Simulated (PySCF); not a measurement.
Basis-set dependence of population analyses: `C=C(F)CN`

Compound: C3H6FN.
Structure used (PBE0-D3(BJ)/def2-SVP), in Å, numbered top down from 1:
```xyz
11
C3H6FN angstrom
C      1.776    0.262    0.188
C      0.556   -0.226    0.396
F      0.197   -0.635    1.624
C     -0.566   -0.380   -0.582
N     -1.791    0.298   -0.206
H      2.503    0.323    1.000
H      2.062    0.601   -0.807
H     -0.228   -0.028   -1.568
H     -0.784   -1.457   -0.692
H     -1.613    1.293   -0.078
H     -2.110   -0.051    0.696
```

PBE0 throughout (PySCF), one geometry, spherical d and f functions. One conformer (not necessarily the lowest) at the PBE0-D3(BJ)/def2-SVP geometry, without solvent, vibrations or thermal averaging. The first 7 of 9 kinds of atom are listed.

Mulliken charges (e):

```csv
basis,functions,C1,C2,F3,C4,N5,H6,H7
STO-3G,31,-0.217,+0.087,-0.082,-0.091,-0.406,+0.084,+0.082
6-31G,57,-0.417,+0.367,-0.331,-0.289,-0.684,+0.180,+0.173
pcSseg-0,57,-0.430,+0.233,-0.357,-0.276,-0.761,+0.238,+0.225
6-31G*,82,-0.507,+0.464,-0.326,-0.298,-0.744,+0.188,+0.181
def2-SVP,100,-0.142,+0.094,-0.222,+0.104,-0.275,+0.063,+0.054
cc-pVDZ,100,-0.076,+0.035,-0.183,+0.038,-0.216,+0.051,+0.050
pcSseg-1,115,-0.234,+0.115,-0.281,-0.046,-0.443,+0.135,+0.133
aug-cc-pVDZ,169,+0.575,+0.851,-0.575,+0.620,-0.283,-0.412,-0.392
"6-311+G(2d,p)",171,-0.350,+0.396,-0.301,-0.278,-0.486,+0.134,+0.124
def2-TZVP,191,-0.353,+0.165,-0.197,-0.095,-0.492,+0.142,+0.139
cc-pVTZ,234,-0.356,+0.210,-0.175,-0.108,-0.300,+0.130,+0.128
IGLO-III,235,-0.313,+0.317,-0.252,-0.175,-0.554,+0.123,+0.098
```

IAO charges (e):

```csv
basis,functions,C1,C2,F3,C4,N5,H6,H7
STO-3G,31,-0.333,+0.114,-0.097,-0.215,-0.432,+0.139,+0.136
6-31G,57,-0.384,+0.247,-0.265,-0.197,-0.562,+0.170,+0.165
pcSseg-0,57,-0.376,+0.236,-0.252,-0.196,-0.535,+0.165,+0.159
6-31G*,82,-0.386,+0.278,-0.272,-0.171,-0.561,+0.162,+0.157
def2-SVP,100,-0.383,+0.279,-0.272,-0.166,-0.549,+0.159,+0.154
cc-pVDZ,100,-0.394,+0.281,-0.272,-0.170,-0.557,+0.162,+0.158
pcSseg-1,115,-0.390,+0.278,-0.279,-0.169,-0.563,+0.164,+0.159
aug-cc-pVDZ,169,-0.400,+0.285,-0.285,-0.173,-0.588,+0.168,+0.165
"6-311+G(2d,p)",171,-0.399,+0.285,-0.286,-0.173,-0.589,+0.169,+0.165
def2-TZVP,191,-0.401,+0.289,-0.285,-0.173,-0.585,+0.168,+0.164
cc-pVTZ,234,-0.402,+0.290,-0.283,-0.174,-0.583,+0.167,+0.164
IGLO-III,235,-0.401,+0.287,-0.286,-0.175,-0.590,+0.169,+0.165
```

Q: Which scheme is steadiest as the basis changes?

A: Largest range over the bases for any column: IAO 0.19 e, Mulliken 1.08 e. IAO charges move least and Mulliken charges most, counted in e. Without the minimal STO-3G basis the ranges are IAO 0.06, Mulliken 1.08 e.

Q: How much do the charges still move between the two largest bases, cc-pVTZ and IGLO-III?

A: At most, over all atoms: Mulliken 0.254 e, IAO 0.008 e.

Q: What do the same runs give for the total energy, the frontier levels and the dipole moment?

A: 
```json
{"basis": "STO-3G", "energy (Eh)": "-268.6093", "HOMO (eV)": "-4.14", "LUMO (eV)": "3.76", "μ (D)": "0.77"}
{"basis": "6-31G", "energy (Eh)": "-272.1120", "HOMO (eV)": "-6.73", "LUMO (eV)": "0.56", "μ (D)": "1.29"}
{"basis": "pcSseg-0", "energy (Eh)": "-271.5531", "HOMO (eV)": "-6.75", "LUMO (eV)": "0.32", "μ (D)": "1.32"}
{"basis": "6-31G*", "energy (Eh)": "-272.1792", "HOMO (eV)": "-6.84", "LUMO (eV)": "0.79", "μ (D)": "0.89"}
{"basis": "def2-SVP", "energy (Eh)": "-271.9884", "HOMO (eV)": "-6.96", "LUMO (eV)": "0.50", "μ (D)": "0.87"}
{"basis": "cc-pVDZ", "energy (Eh)": "-272.2053", "HOMO (eV)": "-6.91", "LUMO (eV)": "0.61", "μ (D)": "0.77"}
{"basis": "pcSseg-1", "energy (Eh)": "-272.1636", "HOMO (eV)": "-7.14", "LUMO (eV)": "0.31", "μ (D)": "0.99"}
{"basis": "aug-cc-pVDZ", "energy (Eh)": "-272.2301", "HOMO (eV)": "-7.22", "LUMO (eV)": "-0.17", "μ (D)": "1.01"}
{"basis": "6-311+G(2d,p)", "energy (Eh)": "-272.2789", "HOMO (eV)": "-7.24", "LUMO (eV)": "-0.01", "μ (D)": "1.04"}
{"basis": "def2-TZVP", "energy (Eh)": "-272.3019", "HOMO (eV)": "-7.19", "LUMO (eV)": "0.25", "μ (D)": "0.93"}
{"basis": "cc-pVTZ", "energy (Eh)": "-272.2922", "HOMO (eV)": "-7.13", "LUMO (eV)": "0.35", "μ (D)": "0.87"}
{"basis": "IGLO-III", "energy (Eh)": "-272.3093", "HOMO (eV)": "-7.23", "LUMO (eV)": "0.12", "μ (D)": "0.98"}
```

The dipole is fixed by the density alone, so its range of 0.55 D shows that the density itself changes with the basis, not only its division among atoms.
